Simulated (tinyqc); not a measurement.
Inside a calculation. Method: Hueckel theory of the pi electrons, for the molecule Clc1ccoc1 (SMILES; centres numbered as the heavy atoms are written). One step of it, computed by the program tinyqc.

Question. Energy, charges, bond orders. E = sum n x; q_r = z_r - P_rr; bond order p = P_rs; free valence = sqrt(3) - sum of p over the bonds of the atom.

x values: 2.644803  2.097815  1.242599  0.601640  -0.952659  -1.634198

occupations: 2.000000  2.000000  2.000000  2.000000  0.000000  0.000000

charge and bond-order matrix P, lower triangle:
```
           1Cl         2C         3C         4C        5O        6C
1Cl   1.987695
2C    0.106138   1.077437
3C   -0.053979   0.534243   1.093929
4C   -0.000399  -0.079867   0.810696   1.013735
5O    0.026543  -0.196495  -0.200076   0.385087  1.793057
6C   -0.097848   0.807672  -0.074767  -0.433489  0.378712  1.034147
```

Centres:
```
centre  z_r, pi electrons of the neutral centre         h
1Cl                                           2  2.000000
2C                                            1  0.000000
3C                                            1  0.000000
4C                                            1  0.000000
5O                                            2  2.000000
6C                                            1  0.000000
```

Bonds:
```
i  j         k
1  2  0.400000
2  3         1
3  4         1
4  5  0.800000
5  6  0.800000
6  2         1
```

Give: pi energy = 8 alpha + this times beta; pi charges; Bond orders and lengths from R = 1.517 - 0.180 p; free valence of the carbons; gap between the highest filled and the next level.

Answer.

pi energy = 8 alpha + this times beta = 13.1737

pi charges: 1Cl 0.0123, 2C -0.0774, 3C -0.0939, 4C -0.0137, 5O 0.2069, 6C -0.0341

Bond orders and lengths from R = 1.517 - 0.180 p (angstrom, C-C alone):
```
bond       p       R
1-2   0.1061       -
2-3   0.5342  1.4208
3-4   0.8107  1.3711
4-5   0.3851       -
5-6   0.3787       -
6-2   0.8077  1.3716
```

free valence of the carbons: 2C 0.2840, 3C 0.3871, 4C 0.5363, 6C 0.5457

gap between the highest filled and the next level = 1.5543 |beta|
